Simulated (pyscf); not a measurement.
Optimised with ωB97X-D3(BJ)/def2-SVP in PySCF.

Q: For H₃Sn–SnH₃ + CH₃• -> H₃C–SnH₃ + SnH₃•, a substitution at Sn (doublet surface; Sn–Sn broken, C–Sn formed), PBE/def2-TZVP gives ΔE‡ = -0.01 eV and ΔE = -0.51 eV (zero: the separated reactants). In which direction and how far do B3LYP-D3(BJ)/def2-TZVP, PBE0-D3(BJ)/def2-TZVP, ωB97M-D3(BJ)/def2-TZVP move these?

A: B3LYP-D3(BJ): ΔE‡ = 0.18 eV, ΔE = -0.42 eV; PBE0-D3(BJ): ΔE‡ = 0.15 eV, ΔE = -0.43 eV; ωB97M-D3(BJ): ΔE‡ = 0.35 eV, ΔE = -0.55 eV. PBE's barrier lies under all of them, by 0.16 to 0.36 eV. Its reaction energy lies among theirs. At PBE this geometry lies under the reactants; that is no barrier but a single point on another level's saddle; such a level's own saddle, if it has one, lies nearer that side and is low. One saddle was located; it need not be the lowest between these sides. The angle at the attacked Sn is 180°. Elements past Kr carry the def2 core potentials, without spin-orbit coupling.
